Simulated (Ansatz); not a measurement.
**MRCISD+Q(4,4)/ANO-RCC-VDZP (1 point charge) run of C3H6 (cyclopropane)**

What is the energy difference between two shapes of C3H6 (cyclopropane) at MRCISD+Q(4,4)/ANO-RCC-VDZP (1 point charge)? 

The results are computed with Ansatz 0.2.0.

6 further runs of the same task are left out: 3 that didn't finish, 3 set aside as unsound or not needed.

**1. The system as given**

C3H6: 9 atoms, total charge 0, spin state singlet. SMILES: `C1CC1`. The shape is that of a PBE0-D4/def2-TZVP optimisation.

Bond lengths: C1–C2 1.497 Å, C1–C3 1.497 Å, C2–C3 1.497 Å, C1–H4 1.083 Å, C1–H5 1.083 Å, C2–H6 1.083 Å, C2–H7 1.083 Å, C3–H8 1.083 Å, C3–H9 1.083 Å. Some angles: C1–C2–C3 60.0°, C2–C1–C3 60.0°, C1–C3–C2 60.0°, C1–C2–H6 118.0°, C1–C2–H7 118.0°, C3–C2–H6 118.0°, C3–C2–H7 118.0°, C2–C1–H4 118.0°, C2–C1–H5 118.0°, C3–C1–H4 118.0°.

**2. The energy at MRCISD+Q(4,4)/ANO-RCC-VDZP (1 point charge)**

File job.yaml:

```yaml
crystal:
  periodic: [false, false, false]
  atoms:
    - {symbol: C, position_ang: [-0.517900, 0.019300, -0.686000]}
    - {symbol: C, position_ang: [0.732100, 0.469600, 0.003900]}
    - {symbol: C, position_ang: [-0.184700, -0.504300, 0.676400]}
    - {symbol: H, position_ang: [-1.333400, 0.726200, -0.773800]}
    - {symbol: H, position_ang: [-0.419800, -0.654400, -1.528000]}
    - {symbol: H, position_ang: [0.766100, 1.482700, 0.384900]}
    - {symbol: H, position_ang: [1.679800, 0.102000, -0.369100]}
    - {symbol: H, position_ang: [0.140000, -1.533900, 0.760300]}
    - {symbol: H, position_ang: [-0.773700, -0.153400, 1.514500]}
basis:
  gaussian:
    orbitals: ANO-RCC-VDZP.json
    point_charges: [{charge: 2, position_ang: [3.8250, -1.0746, 4.4802]}]
hamiltonian:
  pseudopotentials: {relativity: none}
correlation:
  method: fic_mrcisd_q
  active_space: {window: {electrons: 4, orbitals: 4}}
```

The basis set ANO-RCC-VDZP is read from a file made from the Basis Set Exchange's data (not shown).

On the command line:

```console
$ ansatz run job.yaml --threads 1 --pin off --max-ram 2610MiB --events-out events.jsonl --progress --plain --runs-dir runs
```

Log:

```text
Warning: RAYON_NUM_THREADS=1 ignored (pool sized by the plan → 1); use --threads N
Functional definition: HF
  name "HF"
  exchange = exact_x
  correlation = 0
666 factors; integrals over basis functions are off by at most 4.6e-4 eV
mean field evaluation 1: about -3184.2080 eV, gradient 2.8e1 eV
mean field evaluation 2: about -3184.1805 eV, gradient 2.8e1 eV
mean field evaluation 4: about -3186.4105 eV, gradient 2.8e0 eV
mean field evaluation 8: about -3186.4335 eV, gradient 2.0e-4 eV
mean field -3186.43352797 eV, -117.0992723106 hartree, gradient 1.0e-6 eV, S^2 0.000000; 0 other end points of the search recorded, 0 dependent functions left out
reference -3186.43352797 eV, -117.0992723106 hartree; 12, 12 occupied and 60, 60 virtual orbitals, 666 factors
state -3187.42149205 eV, -117.1355793210 hartree
contracted CI cycle   1: correlation 0.00000000 eV, 0.0000000000 hartree, residual 3.13e1 eV
contracted CI cycle   2: correlation -10.26924386 eV, -0.3773877511 hartree, residual 5.22e0 eV
contracted CI cycle   3: correlation -10.58945879 eV, -0.3891554327 hartree, residual 1.14e0 eV
contracted CI cycle   4: correlation -10.60592905 eV, -0.3897607035 hartree, residual 3.04e-1 eV
contracted CI cycle   5: correlation -10.60714092 eV, -0.3898052390 hartree, residual 8.81e-2 eV
contracted CI cycle   6: correlation -10.60724366 eV, -0.3898090147 hartree, residual 2.83e-2 eV
contracted CI cycle   7: correlation -10.60725368 eV, -0.3898093827 hartree, residual 8.81e-3 eV
contracted CI cycle   8: correlation -10.60725464 eV, -0.3898094181 hartree, residual 2.53e-3 eV
contracted CI cycle   9: correlation -10.60725472 eV, -0.3898094211 hartree, residual 7.24e-4 eV
state -3187.42149205 eV, -117.1355793210 hartree; corrected -3199.41765546 eV, -117.5764301949 hartree
WARN: the results are in doubt because the basis set is contracted for relativity, which is off
Total energy: -3199.41765546 eV, -117.5764301949 hartree
In doubt: the basis set is contracted for relativity, which is off
```

Wall time 7.2 s (1 thread of AMD EPYC 7R43 (Zen 3), shared host); peak memory 0.24 GiB.

**3. The distorted shape at the same level**

job.yaml, as its differences from that of step 2:

```diff
@@ -3,3 +3,3 @@
   atoms:
-    - {symbol: C, position_ang: [-0.517900, 0.019300, -0.686000]}
+    - {symbol: C, position_ang: [-1.017896, -0.160819, -0.961958]}
     - {symbol: C, position_ang: [0.732100, 0.469600, 0.003900]}
```

The basis set ANO-RCC-VDZP is read from a file made from the Basis Set Exchange's data (not shown).

On the command line:

```console
$ ansatz run job.yaml --threads 1 --pin off --max-ram 2610MiB --events-out events.jsonl --progress --plain --runs-dir runs
```

Log:

```text
Warning: RAYON_NUM_THREADS=1 ignored (pool sized by the plan → 1); use --threads N
[... 4 set-up lines as earlier in the session ...]
666 factors; integrals over basis functions are off by at most 5.1e-4 eV
mean field evaluation 1: about -3180.1431 eV, gradient 2.5e1 eV
mean field evaluation 2: about -3180.1113 eV, gradient 2.5e1 eV
mean field evaluation 4: about -3181.9680 eV, gradient 3.8e0 eV
mean field evaluation 8: about -3182.0176 eV, gradient 1.5e-1 eV
mean field -3182.01796373 eV, -116.9370033179 hartree, gradient 3.5e-6 eV, S^2 0.000000; 0 other end points of the search recorded, 0 dependent functions left out; unrestricted orbitals would lower it
reference -3182.01796373 eV, -116.9370033179 hartree; 12, 12 occupied and 60, 60 virtual orbitals, 666 factors
state -3184.01093642 eV, -117.0102437133 hartree
contracted CI cycle   1: correlation 0.00000000 eV, 0.0000000000 hartree, residual 3.05e1 eV
contracted CI cycle   2: correlation -10.09328696 eV, -0.3709214542 hartree, residual 4.70e0 eV
contracted CI cycle   3: correlation -10.36920408 eV, -0.3810612216 hartree, residual 9.70e-1 eV
contracted CI cycle   4: correlation -10.38133319 eV, -0.3815069579 hartree, residual 2.29e-1 eV
contracted CI cycle   5: correlation -10.38203884 eV, -0.3815328901 hartree, residual 5.74e-2 eV
contracted CI cycle   6: correlation -10.38208068 eV, -0.3815344276 hartree, residual 1.74e-2 eV
contracted CI cycle   7: correlation -10.38208462 eV, -0.3815345727 hartree, residual 4.80e-3 eV
contracted CI cycle   8: correlation -10.38208493 eV, -0.3815345839 hartree, residual 1.27e-3 eV
state -3184.01093642 eV, -117.0102437133 hartree; corrected -3195.76850134 eV, -117.4423262544 hartree
WARN: the results are in doubt because the basis set is contracted for relativity, which is off
Total energy: -3195.76850134 eV, -117.4423262544 hartree
In doubt: the basis set is contracted for relativity, which is off
```

It took 6.3 s on 1 thread of AMD EPYC 7R43 (Zen 3), shared host; peak memory 0.23 GiB.

**4. Results**

At MRCISD+Q(4,4)/ANO-RCC-VDZP (1 point charge):

```
                              quantity          value
             first shape: total energy  -117.57643 Eh
         distorted shape: total energy  -117.44233 Eh
energy change with the atoms displaced       3.649 eV
```

In words: With the atoms displaced the energy rises by 3.65 eV (352 kJ/mol). The first shape isn't relaxed at this level, so the change isn't measured from a minimum. The basis (first shape) was made for a relativistic Hamiltonian, but the run is non-relativistic. The restricted solution (distorted shape) is unstable to spin breaking: an unrestricted one lies lower. The basis (distorted shape) was made for a relativistic Hamiltonian, but the run is non-relativistic.
